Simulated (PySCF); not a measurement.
Stepwise substitution at one centre (Si SH-H). Isolated molecules, 0 K electronic values unless said otherwise. One relaxed conformer stands for each flexible species; it need not be the lowest. Strings in code marks are SMILES.

The numbers are results of PBE0-D3(BJ)/def2-TZVP (PySCF 2.14.0), not measurements. Excitations are Tamm–Dancoff values on a coarser integration grid. The basis has no diffuse functions, so Rydberg states are missing or too high.

```csv
species,S1–T1 gap (TDA) (eV),LUMO (eV),T1 excitation (TDA) (eV)
0 of 4 SH replaced by H (`S[Si](S)(S)S`),0.47,…,5.32
1 of 4 SH replaced by H (`S[SiH](S)S`),0.52,-0.04,…
2 of 4 SH replaced by H,0.51,-0.10,5.37
3 of 4 SH replaced by H (`[SiH3]S`),0.55,–,5.63
4 of 4 SH replaced by H (`[SiH4]`),–,–,–
```

### Question
Some entries are withheld; supply them.

### Answer

- 0 of 4 SH replaced by H (`S[Si](S)(S)S`), LUMO (eV): -0.45
- 1 of 4 SH replaced by H (`S[SiH](S)S`), T1 excitation (TDA) (eV): 5.60
